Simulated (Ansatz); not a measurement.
Input file:

```yaml
crystal:
  periodic: [false, false, false]
  atoms:
    - {symbol: Al, position_ang: [0.000000, 0.000000, 0.000000]}
    - {symbol: N, position_ang: [0.000000, 0.000000, 4.546000]}
basis:
  gaussian: {orbitals: 6-31G}
magnetization: {spin_polarized: true, initial_magnetization: 0}
correlation: {method: ccsdtq, electrons: outside_noble_gas}
```

```sh
$ ansatz run in.yaml --threads 1 --pin off --events-out ev --progress --plain --max-ram 2393MiB
```

Roughly how long does this take on 1 thread of AMD EPYC 7B13, shared host, and how much host memory?

3.6 min wall and 0.24 GiB.

```
431 factors; integrals over basis functions are off by at most 1.4e-7 eV
mean field evaluation 1: about -8052.2079 eV, gradient 1.4e1 eV
mean field evaluation 2: about -8052.2092 eV, gradient 1.4e1 eV
mean field evaluation 4: about -8052.2796 eV, gradient 1.3e1 eV
mean field evaluation 8: about -8054.1075 eV, gradient 4.0e0 eV
mean field evaluation 16: about -8054.2274 eV, gradient 2.4e-4 eV
mean field evaluation 32: about -8059.0902 eV, gradient 2.7e-4 eV
mean field evaluation 64: about -8059.0893 eV, gradient 6.3e-3 eV
mean field evaluation 96: about -8058.7444 eV, gradient 1.6e-1 eV
mean field evaluation 128: about -8054.0241 eV, gradient 2.8e0 eV
mean field evaluation 160: about -8059.0875 eV, gradient 3.3e-6 eV
...
cycle  42  -3.72073532 eV  change    2.9e-8 eV  update   1.4e-5
cycle  43  -3.72073530 eV  change    1.9e-8 eV  update   8.3e-6
cycle  44  -3.72073530 eV  change    4.7e-9 eV  update   2.9e-6
cycle  45  -3.72073530 eV  change    1.1e-9 eV  update   4.5e-6
cycle  46  -3.72073529 eV  change    1.8e-9 eV  update   1.5e-6
cycle  47  -3.72073529 eV  change    1.7e-9 eV  update   2.7e-6
cycle  48  -3.72073529 eV  change    1.8e-9 eV  update   1.5e-6
cycle  49  -3.72073529 eV  change   1.4e-10 eV  update   1.0e-6
cycle  50  -3.72073529 eV  change   3.2e-10 eV  update   1.0e-6
cycle  51  -3.72073529 eV  change   9.6e-11 eV  update   6.5e-7
WARN: the results are in doubt because among natural orbitals full CI differs from the method by +2.882 eV
WARN: the results are in doubt because a second pair is broken (1.00)
Total energy: -8062.81393215 eV, -296.3029468348 hartree
In doubt: a second pair is broken (1.00)
In doubt: among natural orbitals full CI differs from the method by +2.882 eV
```
